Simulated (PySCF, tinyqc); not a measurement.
Worked calculation: RKS/LDA (VWN5) in the sto-3g basis, for OH-, spin multiplicity 1. The basis has no diffuse functions, so it cannot describe the extra electron: this is an exercise in the method, not the real anion. The lowest restricted solution is unstable here: a spin-polarised one lies 0.0027 hartree lower (PySCF). Computed by tinyqc, a small Python program that keeps every step (integrals from PySCF). Settings: charge = -1, multiplicity = 1, basis = sto-3g, energy threshold = 1e-10, iteration cap = 72, orthogonalisation = symmetric, start = Wolfsberg-Helmholz matrix, DIIS depth = 8, method = RKS, functional = lda,vwn, grid = [10, 50]. Command: `OMP_NUM_THREADS=1 python tinyqc.py 27706 27707 out.jsonl` (the two numbers bound the seeds that draw the settings). One thread of a shared host (Intel(R) Xeon(R) Processor @ 2.60GHz), about 0.7 s of CPU time with the checks. Later iterations appear only in the table of the cycle.

## One-electron integrals

Geometry (angstrom):
```
atom         x         y         z
O     0.000000  0.000000  0.000000
H     0.000000  0.000000  1.673000
```

Basis sto-3g: exponents (1/bohr^2) and contraction coefficients of normalised primitives:
```
element  l (shell)    exponent  coefficient
O            s (1)  130.709320     0.154329
O            s (1)   23.808861     0.535328
O            s (1)    6.443608     0.444635
O            s (2)    5.033151    -0.099967
O            s (2)    1.169596     0.399513
O            s (2)    0.380389     0.700115
O            p (3)    5.033151     0.155916
O            p (3)    1.169596     0.607684
O            p (3)    0.380389     0.391957
H            s (1)    3.425251     0.154329
H            s (1)    0.623914     0.535328
H            s (1)    0.168855     0.444635
```

Overlap, kinetic and nuclear-attraction integrals over the contracted functions; the nuclear repulsion is the sum of Za Zb / Rab.

nuclear repulsion = 2.53043496 hartree

overlap S, order 1O 1s, 1O 2s, 1O 2px, 1O 2py, 1O 2pz, 2H 1s:
```
[[1.000000, 0.236704, 0.000000, 0.000000, 0.000000, 0.010526],
 [0.236704, 1.000000, 0.000000, 0.000000, 0.000000, 0.144614],
 [0.000000, 0.000000, 1.000000, 0.000000, 0.000000, 0.000000],
 [0.000000, 0.000000, 0.000000, 1.000000, 0.000000, 0.000000],
 [0.000000, 0.000000, 0.000000, 0.000000, 1.000000, 0.149373],
 [0.010526, 0.144614, 0.000000, 0.000000, 0.149373, 1.000000]]
```

kinetic energy T (hartree), order 1O 1s, 1O 2s, 1O 2px, 1O 2py, 1O 2pz, 2H 1s:
```
[[29.003200, -0.168011, 0.000000, 0.000000, 0.000000, -0.002860],
 [-0.168011, 0.808128, 0.000000, 0.000000, 0.000000, -0.015776],
 [0.000000, 0.000000, 2.528731, 0.000000, 0.000000, 0.000000],
 [0.000000, 0.000000, 0.000000, 2.528731, 0.000000, 0.000000],
 [0.000000, 0.000000, 0.000000, 0.000000, 2.528731, 0.010716],
 [-0.002860, -0.015776, 0.000000, 0.000000, 0.010716, 0.760032]]
```

nuclear attraction V (hartree), order 1O 1s, 1O 2s, 1O 2px, 1O 2py, 1O 2pz, 2H 1s:
```
[[-60.934759, -7.257950, 0.000000, 0.000000, -0.005082, -0.330383],
 [-7.257950, -9.368208, 0.000000, 0.000000, -0.064112, -0.905099],
 [0.000000, 0.000000, -9.286358, 0.000000, 0.000000, 0.000000],
 [0.000000, 0.000000, 0.000000, -9.286358, 0.000000, 0.000000],
 [-0.005082, -0.064112, 0.000000, 0.000000, -9.314472, -0.791417],
 [-0.330383, -0.905099, 0.000000, 0.000000, -0.791417, -3.752300]]
```

core Hamiltonian H = T + V (hartree), order 1O 1s, 1O 2s, 1O 2px, 1O 2py, 1O 2pz, 2H 1s:
```
[[-31.931559, -7.425961, 0.000000, 0.000000, -0.005082, -0.333243],
 [-7.425961, -8.560080, 0.000000, 0.000000, -0.064112, -0.920875],
 [0.000000, 0.000000, -6.757627, 0.000000, 0.000000, 0.000000],
 [0.000000, 0.000000, 0.000000, -6.757627, 0.000000, 0.000000],
 [-0.005082, -0.064112, 0.000000, 0.000000, -6.785741, -0.780701],
 [-0.333243, -0.920875, 0.000000, 0.000000, -0.780701, -2.992268]]
```

## Two-electron integrals

Functions are numbered as in S; the eight-fold symmetry (ij|kl) = (ji|kl) = (kl|ij) leaves the list below.

Two-electron integrals (ij|kl) in chemists' order, unique and non-zero (hartree):
```
(11|11) 4.785065   (21|11) 0.741380   (21|21) 0.136873   (22|11) 1.118947
(22|21) 0.256633   (22|22) 0.817206   (31|31) 0.024477   (32|31) 0.037809
(32|32) 0.180518   (33|11) 1.115814   (33|21) 0.256684   (33|22) 0.817023
(33|33) 0.880159   (41|41) 0.024477   (42|41) 0.037809   (42|42) 0.180518
(43|43) 0.047444   (44|11) 1.115814   (44|21) 0.256684   (44|22) 0.817023
(44|33) 0.785270   (44|44) 0.880159   (51|51) 0.024477   (52|51) 0.037809
(52|52) 0.180518   (53|53) 0.047444   (54|54) 0.047444   (55|11) 1.115814
(55|21) 0.256684   (55|22) 0.817023   (55|33) 0.785270   (55|44) 0.785270
(55|55) 0.880159   (61|11) 0.033349   (61|21) 0.006110   (61|22) 0.011403
(61|33) 0.011387   (61|44) 0.011387   (61|51) 0.000257   (61|52) 0.000488
(61|55) 0.011437   (61|61) 0.000276   (62|11) 0.103032   (62|21) 0.024025
(62|22) 0.087840   (62|33) 0.086335   (62|44) 0.086335   (62|51) 0.001750
(62|52) 0.014999   (62|55) 0.090762   (62|61) 0.001093   (62|62) 0.013209
(63|31) 0.002224   (63|32) 0.013986   (63|53) 0.002940   (63|63) 0.001669
(64|41) 0.002224   (64|42) 0.013986   (64|54) 0.002940   (64|64) 0.001669
(65|11) 0.086030   (65|21) 0.020285   (65|22) 0.079332   (65|33) 0.076164
(65|44) 0.076164   (65|51) 0.003392   (65|52) 0.025711   (65|55) 0.085580
(65|61) 0.000949   (65|62) 0.014542   (65|65) 0.017498   (66|11) 0.315683
(66|21) 0.074706   (66|22) 0.314296   (66|33) 0.305961   (66|44) 0.305961
(66|51) 0.004988   (66|52) 0.061426   (66|55) 0.330818   (66|61) 0.003395
(66|62) 0.067654   (66|65) 0.086307   (66|66) 0.774606
```

## Orthogonalisation

S = U s U^T; symmetric (Loewdin) form X = U s^(-1/2) U^T, so that X^T S X = 1.

eigenvalues of S: [0.714514, 0.873053, 1.000000, 1.000000, 1.116601, 1.295832]

X, order 1O 1s, 1O 2s, 1O 2px, 1O 2py, 1O 2pz, 2H 1s:
```
[[1.022068, -0.123784, 0.000000, 0.000000, -0.001097, 0.008220],
 [-0.123784, 1.030473, 0.000000, 0.000000, 0.008602, -0.076088],
 [0.000000, 0.000000, 1.000000, 0.000000, 0.000000, 0.000000],
 [0.000000, 0.000000, 0.000000, 1.000000, 0.000000, 0.000000],
 [-0.001097, 0.008602, 0.000000, 0.000000, 1.008644, -0.076797],
 [0.008220, -0.076088, 0.000000, 0.000000, -0.076797, 1.016894]]
```

## Starting guess

The start is the generalised Wolfsberg-Helmholz matrix (K = 1.75) built on H; D = 2 C_occ C_occ^T.

D at the start, order 1O 1s, 1O 2s, 1O 2px, 1O 2py, 1O 2pz, 2H 1s:
```
[[2.113104, -0.478751, 0.000000, 0.000000, 0.017429, -0.066910],
 [-0.478751, 2.030317, 0.000000, 0.000000, -0.064896, 0.214038],
 [0.000000, 0.000000, 2.000000, 0.000000, 0.000000, 0.000000],
 [0.000000, 0.000000, 0.000000, 2.000000, 0.000000, 0.000000],
 [0.017429, -0.064896, 0.000000, 0.000000, 1.954408, 0.123547],
 [-0.066910, 0.214038, 0.000000, 0.000000, 0.123547, 0.031410]]
```

## Iteration 1: exchange-correlation on the grid

Becke grid with 10 radial and 50 angular points per atom, points of zero weight dropped. rho = sum D_ij phi_i phi_j; V_xc,ij = sum w v_xc phi_i phi_j; v_xc is d(rho eps)/d rho.

The 12 grid points with the largest w rho, of 996 (bohr, atomic units):
```
x                  y          z         w       rho     eps_xc       v_xc
-0.841948   0.000000  -0.841948  0.257536  0.340526  -0.578559  -0.758417
0.841948    0.000000  -0.841948  0.257536  0.340526  -0.578559  -0.758417
0.000000   -0.841948  -0.841948  0.257536  0.340526  -0.578559  -0.758417
0.000000    0.841948  -0.841948  0.257536  0.340526  -0.578559  -0.758417
0.841948    0.841948   0.000000  0.257521  0.337776  -0.577103  -0.756493
0.841948   -0.841948   0.000000  0.257521  0.337776  -0.577103  -0.756493
-0.841948  -0.841948   0.000000  0.257521  0.337776  -0.577103  -0.756493
-0.841948   0.841948   0.000000  0.257521  0.337776  -0.577103  -0.756493
0.841948    0.000000   0.841948  0.255047  0.332578  -0.574327  -0.752828
-0.841948   0.000000   0.841948  0.255047  0.332578  -0.574327  -0.752828
0.000000    0.841948   0.841948  0.255047  0.332578  -0.574327  -0.752828
0.000000   -0.841948   0.841948  0.255047  0.332578  -0.574327  -0.752828
```

electrons on the grid, sum of w rho = 9.968183

E_xc = sum of w rho eps_xc = -9.36465724 hartree

V_xc (hartree), order 1O 1s, 1O 2s, 1O 2px, 1O 2py, 1O 2pz, 2H 1s:
```
[[-2.838791, -0.422049, 0.000000, 0.000000, 0.000358, -0.019095],
 [-0.422049, -0.837366, 0.000000, 0.000000, 0.002074, -0.076525],
 [0.000000, 0.000000, -0.837922, 0.000000, 0.000000, 0.000000],
 [0.000000, 0.000000, 0.000000, -0.837922, 0.000000, 0.000000],
 [0.000358, 0.002074, 0.000000, 0.000000, -0.837617, -0.063329],
 [-0.019095, -0.076525, 0.000000, 0.000000, -0.063329, -0.192485]]
```

## Iteration 1: building the Kohn-Sham matrix

J_ij = sum D_kl (ij|kl); F = H + J + V_xc; E = tr D H + tr D J / 2 + E_xc + E_nn.

Coulomb J (hartree), order 1O 1s, 1O 2s, 1O 2px, 1O 2py, 1O 2pz, 2H 1s:
```
[[18.388110, 3.501831, 0.000000, 0.000000, -0.002345, 0.156386],
 [3.501831, 8.708348, 0.000000, 0.000000, -0.007474, 0.905123],
 [0.000000, 0.000000, 8.700330, 0.000000, 0.000000, 0.000000],
 [0.000000, 0.000000, 0.000000, 8.700330, 0.000000, 0.000000],
 [-0.002345, -0.007474, 0.000000, 0.000000, 8.701000, 0.805264],
 [0.156386, 0.905123, 0.000000, 0.000000, 0.805264, 3.170419]]
```

Kohn-Sham matrix F (hartree), order 1O 1s, 1O 2s, 1O 2px, 1O 2py, 1O 2pz, 2H 1s:
```
[[-16.382240, -4.346179, 0.000000, 0.000000, -0.007069, -0.195951],
 [-4.346179, -0.689098, 0.000000, 0.000000, -0.069512, -0.092278],
 [0.000000, 0.000000, 1.104782, 0.000000, 0.000000, 0.000000],
 [0.000000, 0.000000, 0.000000, 1.104782, 0.000000, 0.000000],
 [-0.007069, -0.069512, 0.000000, 0.000000, 1.077642, -0.038766],
 [-0.195951, -0.092278, 0.000000, 0.000000, -0.038766, -0.014334]]
```

total energy of this density = -72.67105531 hartree

## Iteration 1: diagonalisation and new density

Diagonalise F' = X^T F X, C = X C', fill 5 alpha and 5 beta electrons from the bottom; D = 2 C_occ C_occ^T. Each column has its largest component positive (the first on a tie).

F' = X^T F X (hartree):
```
[[-16.027199, -2.469664, 0.000000, 0.000000, -0.005324, 0.006221],
 [-2.469664, 0.135622, 0.000000, 0.000000, -0.052414, -0.074181],
 [0.000000, 0.000000, 1.104782, 0.000000, 0.000000, 0.000000],
 [0.000000, 0.000000, 0.000000, 1.104782, 0.000000, 0.000000],
 [-0.005324, -0.052414, 0.000000, 0.000000, 1.101183, -0.118100],
 [0.006221, -0.074181, 0.000000, 0.000000, -0.118100, 0.008129]]
```

orbital energies (hartree): [-16.396151, -0.016584, 0.513634, 1.104782, 1.104782, 1.116837]

coefficients C, order 1O 1s, 1O 2s, 1O 2px, 1O 2py, 1O 2pz, 2H 1s:
```
[[0.992562, -0.033673, -0.270969, 0.000000, 0.000000, 0.016653],
 [0.029813, 0.082715, 1.035417, 0.000000, 0.000000, -0.056935],
 [0.000000, 0.000000, 0.000000, -0.571251, 0.820775, 0.000000],
 [0.000000, 0.000000, 0.000000, 0.820775, 0.571251, 0.000000],
 [0.000916, 0.037501, 0.075127, 0.000000, 0.000000, 1.008109],
 [-0.002866, 0.978900, -0.239730, 0.000000, 0.000000, -0.173509]]
```

D after iteration 1, order 1O 1s, 1O 2s, 1O 2px, 1O 2py, 1O 2pz, 2H 1s:
```
[[2.119473, -0.507518, 0.000000, 0.000000, -0.041422, 0.058303],
 [-0.507518, 2.159638, 0.000000, 0.000000, 0.161834, -0.334673],
 [0.000000, 0.000000, 2.000000, 0.000000, 0.000000, 0.000000],
 [0.000000, 0.000000, 0.000000, 2.000000, 0.000000, 0.000000],
 [-0.041422, 0.161834, 0.000000, 0.000000, 0.014102, 0.037393],
 [0.058303, -0.334673, 0.000000, 0.000000, 0.037393, 2.031448]]
```

Within a degenerate level the vectors are fixed only up to a rotation; this is one choice.

## Iteration 2: exchange-correlation on the grid

As before.

The 12 grid points with the largest w rho, of 996 (bohr, atomic units):
```
x                  y         z         w       rho     eps_xc       v_xc
0.841948    0.841948  0.000000  0.257521  0.340607  -0.578602  -0.758473
-0.841948  -0.841948  0.000000  0.257521  0.340607  -0.578602  -0.758473
0.841948   -0.841948  0.000000  0.257521  0.340607  -0.578602  -0.758473
-0.841948   0.841948  0.000000  0.257521  0.340607  -0.578602  -0.758473
1.077024    0.359008  0.359008  0.229984  0.324381  -0.569890  -0.746968
1.077024   -0.359008  0.359008  0.229984  0.324381  -0.569890  -0.746968
0.359008    1.077024  0.359008  0.229984  0.324381  -0.569890  -0.746968
-0.359008   1.077024  0.359008  0.229984  0.324381  -0.569890  -0.746968
-1.077024   0.359008  0.359008  0.229984  0.324381  -0.569890  -0.746968
0.359008   -1.077024  0.359008  0.229984  0.324381  -0.569890  -0.746968
-0.359008  -1.077024  0.359008  0.229984  0.324381  -0.569890  -0.746968
-1.077024  -0.359008  0.359008  0.229984  0.324381  -0.569890  -0.746968
```

electrons on the grid, sum of w rho = 9.958344

E_xc = sum of w rho eps_xc = -8.67313414 hartree

V_xc (hartree), order 1O 1s, 1O 2s, 1O 2px, 1O 2py, 1O 2pz, 2H 1s:
```
[[-2.820169, -0.408887, 0.000000, 0.000000, -0.001719, -0.018514],
 [-0.408887, -0.767517, 0.000000, 0.000000, -0.018016, -0.078313],
 [0.000000, 0.000000, -0.799111, 0.000000, 0.000000, 0.000000],
 [0.000000, 0.000000, 0.000000, -0.799111, 0.000000, 0.000000],
 [-0.001719, -0.018016, 0.000000, 0.000000, -0.704474, -0.072072],
 [-0.018514, -0.078313, 0.000000, 0.000000, -0.072072, -0.509758]]
```

## Iteration 2: building the Kohn-Sham matrix

As before.

Coulomb J (hartree), order 1O 1s, 1O 2s, 1O 2px, 1O 2py, 1O 2pz, 2H 1s:
```
[[16.867451, 3.154906, 0.000000, 0.000000, 0.019456, 0.141219],
 [3.154906, 7.742510, 0.000000, 0.000000, 0.172020, 0.864829],
 [0.000000, 0.000000, 7.781579, 0.000000, 0.000000, 0.000000],
 [0.000000, 0.000000, 0.000000, 7.781579, 0.000000, 0.000000],
 [0.019456, 0.172020, 0.000000, 0.000000, 7.641382, 0.813993],
 [0.141219, 0.864829, 0.000000, 0.000000, 0.813993, 4.055131]]
```

Kohn-Sham matrix F (hartree), order 1O 1s, 1O 2s, 1O 2px, 1O 2py, 1O 2pz, 2H 1s:
```
[[-17.884277, -4.679942, 0.000000, 0.000000, 0.012655, -0.210538],
 [-4.679942, -1.585087, 0.000000, 0.000000, 0.089892, -0.134359],
 [0.000000, 0.000000, 0.224841, 0.000000, 0.000000, 0.000000],
 [0.000000, 0.000000, 0.000000, 0.224841, 0.000000, 0.000000],
 [0.012655, 0.089892, 0.000000, 0.000000, 0.151168, -0.038780],
 [-0.210538, -0.134359, 0.000000, 0.000000, -0.038780, 0.553106]]
```

total energy of this density = -73.32926513 hartree

## Iteration 2: DIIS over 2 matrices

error matrix X^T (FDS - SDF) X:
```
[[0.000000, 0.002904, 0.000000, 0.000000, 0.000391, -0.002711],
 [-0.002904, 0.000000, 0.000000, 0.000000, -0.299483, 0.049673],
 [0.000000, 0.000000, 0.000000, 0.000000, 0.000000, 0.000000],
 [0.000000, 0.000000, 0.000000, 0.000000, 0.000000, 0.000000],
 [-0.000391, 0.299483, 0.000000, 0.000000, 0.000000, -0.272854],
 [0.002711, -0.049673, 0.000000, 0.000000, 0.272854, 0.000000]]
```

B (overlaps of the stored error matrices):
```
[[6.6308477e-01, -2.6679335e-01],
 [-2.6679335e-01, 3.3324558e-01]]
```

Minimise |sum c_i e_i|^2 with sum c_i = 1: solve [B -1; -1 0][c; lambda] = [0; -1] with B_ij = tr e_i^T e_j, and take F = sum c_i F_i.

DIIS coefficients: [0.392204, 0.607796]

extrapolated F (hartree), order 1O 1s, 1O 2s, 1O 2px, 1O 2py, 1O 2pz, 2H 1s:
```
[[-17.295173, -4.549039, 0.000000, 0.000000, 0.004919, -0.204817],
 [-4.549039, -1.233677, 0.000000, 0.000000, 0.027373, -0.117854],
 [0.000000, 0.000000, 0.569957, 0.000000, 0.000000, 0.000000],
 [0.000000, 0.000000, 0.000000, 0.569957, 0.000000, 0.000000],
 [0.004919, 0.027373, 0.000000, 0.000000, 0.514534, -0.038775],
 [-0.204817, -0.117854, 0.000000, 0.000000, -0.038775, 0.330554]]
```

## Iteration 2: diagonalisation and new density

As before.

F' = X^T F X (hartree):
```
[[-16.937958, -2.501537, 0.000000, 0.000000, -0.004415, 0.006248],
 [-2.501537, -0.397398, 0.000000, 0.000000, 0.041377, -0.093940],
 [0.000000, 0.000000, 0.569957, 0.000000, 0.000000, 0.000000],
 [0.000000, 0.000000, 0.000000, 0.569957, 0.000000, 0.000000],
 [-0.004415, 0.041377, 0.000000, 0.000000, 0.531983, -0.108847],
 [0.006248, -0.093940, 0.000000, 0.000000, -0.108847, 0.363415]]
```

orbital energies (hartree): [-17.308006, -0.049207, 0.321711, 0.569957, 0.569957, 0.595545]

coefficients C, order 1O 1s, 1O 2s, 1O 2px, 1O 2py, 1O 2pz, 2H 1s:
```
[[0.992954, -0.263882, 0.053576, 0.000000, 0.000000, -0.039393],
 [0.028311, 0.996387, -0.241932, 0.000000, 0.000000, 0.175903],
 [0.000000, 0.000000, 0.000000, 0.850344, 0.526228, 0.000000],
 [0.000000, 0.000000, 0.000000, -0.526228, 0.850344, 0.000000],
 [0.000048, -0.037971, 0.416209, 0.000000, 0.000000, 0.921229],
 [-0.002561, 0.145445, 0.851044, 0.000000, 0.000000, -0.548081]]
```

D after iteration 2, order 1O 1s, 1O 2s, 1O 2px, 1O 2py, 1O 2pz, 2H 1s:
```
[[2.116924, -0.495556, 0.000000, 0.000000, 0.064734, 0.009344],
 [-0.495556, 2.104238, 0.000000, 0.000000, -0.277054, -0.122097],
 [0.000000, 0.000000, 2.000000, 0.000000, 0.000000, 0.000000],
 [0.000000, 0.000000, 0.000000, 2.000000, 0.000000, 0.000000],
 [0.064734, -0.277054, 0.000000, 0.000000, 0.349343, 0.697378],
 [0.009344, -0.122097, 0.000000, 0.000000, 0.697378, 1.490873]]
```

Within a degenerate level the vectors are fixed only up to a rotation; this is one choice.

## Iteration 11 (converged): orbitals

converged F (hartree), order 1O 1s, 1O 2s, 1O 2px, 1O 2py, 1O 2pz, 2H 1s:
```
[[-17.448784, -4.582911, 0.000000, 0.000000, -0.005204, -0.206448],
 [-4.582911, -1.317819, 0.000000, 0.000000, -0.010212, -0.127216],
 [0.000000, 0.000000, 0.489345, 0.000000, 0.000000, 0.000000],
 [0.000000, 0.000000, 0.000000, 0.489345, 0.000000, 0.000000],
 [-0.005204, -0.010212, 0.000000, 0.000000, 0.423403, -0.048547],
 [-0.206448, -0.127216, 0.000000, 0.000000, -0.048547, 0.301596]]
```

As before.

F' = X^T F X (hartree):
```
[[-17.091140, -2.507593, 0.000000, 0.000000, -0.010123, 0.006524],
 [-2.507593, -0.479828, 0.000000, 0.000000, 0.003408, -0.092390],
 [0.000000, 0.000000, 0.489345, 0.000000, 0.000000, 0.000000],
 [0.000000, 0.000000, 0.000000, 0.489345, 0.000000, 0.000000],
 [-0.010123, 0.003408, 0.000000, 0.000000, 0.439989, -0.106866],
 [0.006524, -0.092390, 0.000000, 0.000000, -0.106866, 0.334999]]
```

orbital energies (hartree): [-17.461432, -0.128444, 0.282644, 0.489345, 0.489345, 0.511253]

coefficients C, order 1O 1s, 1O 2s, 1O 2px, 1O 2py, 1O 2pz, 2H 1s:
```
[[0.993023, -0.264513, 0.055434, 0.000000, 0.000000, -0.029646],
 [0.028053, 1.000560, -0.247778, 0.000000, 0.000000, 0.140573],
 [0.000000, 0.000000, 0.000000, -0.178519, 0.983936, 0.000000],
 [0.000000, 0.000000, 0.000000, 0.983936, 0.178519, 0.000000],
 [0.000680, 0.022842, 0.497072, 0.000000, 0.000000, 0.880756],
 [-0.002619, 0.128179, 0.795550, 0.000000, 0.000000, -0.629676]]
```

D after iteration 11, order 1O 1s, 1O 2s, 1O 2px, 1O 2py, 1O 2pz, 2H 1s:
```
[[2.118270, -0.501080, 0.000000, 0.000000, 0.044376, 0.015190],
 [-0.501080, 2.126600, 0.000000, 0.000000, -0.200580, -0.137885],
 [0.000000, 0.000000, 2.000000, 0.000000, 0.000000, 0.000000],
 [0.000000, 0.000000, 0.000000, 2.000000, 0.000000, 0.000000],
 [0.044376, -0.200580, 0.000000, 0.000000, 0.495206, 0.796744],
 [0.015190, -0.137885, 0.000000, 0.000000, 0.796744, 1.298674]]
```

Within a degenerate level the vectors are fixed only up to a rotation; this is one choice.

## Convergence

Stop when the energy changes by less than 1e-10 hartree and every element of the error matrix X^T (F D S - S D F) X is below 3e-06.

Course of the cycle:
```
iteration   E (hartree)     change  largest element of the error matrix
1          -72.67105531          -                             4.91e-01
2          -73.32926513  -6.58e-01                             2.99e-01
3          -73.60195455  -2.73e-01                             1.69e-01
4          -73.58755561   1.44e-02                             2.23e-01
5          -73.62256285  -3.50e-02                             2.88e-02
6          -73.62299950  -4.37e-04                             1.12e-03
7          -73.62299954  -4.11e-08                             1.10e-03
8          -73.62300019  -6.47e-07                             4.26e-05
9          -73.62300019  -8.15e-10                             1.74e-05
10         -73.62300019  -1.64e-10                             1.28e-07
11         -73.62300019   2.84e-14                             2.02e-07
```

PySCF RKS in the same basis, fine grid = -73.75363813 hartree

Converged in 11 iterations. The coarse grid moves the energy by +1.31e-01 hartree.

## Populations, bond orders and dipole

Mulliken: Z minus the diagonal of D S on the atom; Loewdin: the same with S^(1/2) D S^(1/2); Mayer order: 2 sum_s sum (D(s) S)_ij (D(s) S)_ji over the two atoms.

Charges (e):
```
atom   Mulliken    Loewdin
1O    -0.602094  -0.604669
2H    -0.397906  -0.395331
```

Mayer bond orders:
```
pair     order
2-1   0.841671
```

dipole moment about the origin, x y z (debye): [0.000000, 0.000000, -2.765261]
